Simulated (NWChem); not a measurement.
Species: BCl$_{3}$; SMILES ClB(Cl)Cl

```xyz
4

B      0.0000     0.0000     0.0000
Cl     0.5487     1.6534     0.0000
Cl     1.1575    -1.3019     0.0000
Cl    -1.7062    -0.3515     0.0000
```
Atoms are numbered in this order, from 1.

Program: NWChem. All runs use the structure optimised with PBE0/def2-SVP.

Problem. What does the run give for B3LYP/def2-SVP? Quantities: highest occupied level (eV); orbital gap (eV).

Solution. 
```json
{
 "highest occupied level (eV)": "-8.55",
 "orbital gap (eV)": "7.10"
}
```
